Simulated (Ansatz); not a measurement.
The input, for Ansatz 0.2.0:

```yaml
crystal:
  periodic: [false, false, false]
  atoms:
    - {symbol: N, position_ang: [0.000000, -0.110723, 1.022448]}
    - {symbol: Mg, position_ang: [0.000000, 0.029780, -0.649659]}
    - {symbol: H, position_ang: [0.000000, 0.820539, 1.457262]}
basis:
  gaussian: {orbitals: 6-31G}
correlation: {method: sc_nevpt2, electrons: valence, active_space: {window: {electrons: 10, orbitals: 6}}}
```

```sh
$ ansatz run in.yaml --threads 1 --pin off --events-out ev --progress --plain --max-ram 2393MiB
```

Output:

```
301 factors; integrals over basis functions are off by at most 2.6e-4 eV
mean field evaluation 1: about -6916.9271 eV, gradient 4.8e1 eV
mean field evaluation 2: about -6916.9508 eV, gradient 4.8e1 eV
mean field evaluation 4: about -6923.3164 eV, gradient 6.3e0 eV
mean field evaluation 8: about -6923.5733 eV, gradient 1.5e-1 eV
mean field evaluation 16: about -6921.9227 eV, gradient 1.0e1 eV
mean field evaluation 32: about -6922.1286 eV, gradient 7.1e0 eV
mean field evaluation 64: about -6920.4047 eV, gradient 9.3e0 eV
mean field -6923.57350369 eV, -254.4366332939 hartree, gradient 6.5e-6 eV, S^2 0.000000; 8 other end points of the search recorded, 0 dependent functions left out; unrestricted orbitals would lower it
reference -6923.57350369 eV, -254.4366332939 hartree; 10, 10 occupied and 14, 14 virtual orbitals, 301 factors
state -6925.64763456 eV, -254.5128561977 hartree
state -6925.64763456 eV, -254.5128561977 hartree; corrected -6927.91063851 eV, -254.5960200589 hartree
WARN: 2 active orbitals are nearly empty or full. The corrections depend on them more than the energy does, and are more stable in an active space without them
Total energy: -6927.91063851 eV, -254.5960200589 hartree
```

Natural occupations: 2.0000 2.0000 1.9998 1.9996 1.5117 0.4889.

Ran on 1 thread of Arm Neoverse V2, shared host: 0.48 s wall, 0.14 GiB peak host memory.
